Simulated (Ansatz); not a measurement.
Compare A (`C/C=N/C(=O)O`) with its isomer B (`O=C=CNCO`).

Isolated molecules relaxed with PBE0-D4/def2-TZVP in Ansatz; ΔE leaves out vibrations. CBS: MP2 limit from def2 TZ/QZ plus the TZ coupled-cluster correction, frozen cores. DFT in def2-TZVPP. B3LYP here is the variant with VWN-RPA as its local correlation; programs differ in this. Each species was taken in one conformer, which may not be the lowest.

Q: Which isomer does CCSD(T)/CBS put lower? Give the gap. (Estimate.)

A: Ansatz gave: A, by 181.7 kJ/mol.

Q: Give E(B) − E(A) in kJ/mol with CCSD(T)/def2-TZVPP, ωB97M-V, HF/def2-TZVPP, MP2/def2-TZVPP, B2PLYP, PBE0-D4, B3LYP. (An estimate is asked.)

A: Ansatz gave: CCSD(T)/def2-TZVPP 184.2, ωB97M-V 182.4, HF/def2-TZVPP 198.0, MP2/def2-TZVPP 180.9, B2PLYP 181.3, PBE0-D4 180.9, B3LYP 179.1. None reverses the order clearly.

Largest T1 diagnostic: 0.016.

In def2-TZVPP, CCSD(T) changes the Hartree–Fock value by −13.8 kJ/mol (the triples alone add +0.1 kJ/mol) and MP2 by −17.1 kJ/mol. From PBE to PBE0 (25 % exact exchange), in def2-TZVPP and without D4, E(B) − E(A) moves by +5.1 kJ/mol.
